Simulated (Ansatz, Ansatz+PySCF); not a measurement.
```xyz
3

H     0.0000    0.0000   -1.4961
C     0.0000    0.0000   -0.4738
O     0.0000    0.0000    0.5423
```

RHF-MP2 on singlet CHO(+) was run in several spherical basis sets with Ansatz (development build ahead of 0.2.0). Frozen core: 2 orbitals. Caution for RHF-MP2: no unrestricted run beside it, a lower state can exist.

Question: Rank the basis sets by the total energy that they give, lowest first, with the distance from the lowest.
A. cc-pVTZ
B. cc-pVDZ
C. def2-TZVP
D. 6-31G(d)
E. def2-SVP

Answer: C (0.00 eV), A (0.03 eV), B (2.86 eV), D (3.61 eV), E (5.59 eV).

Totals follow the description of the cores as much as that of the bonds, so this order isn't one of quality for chemistry.
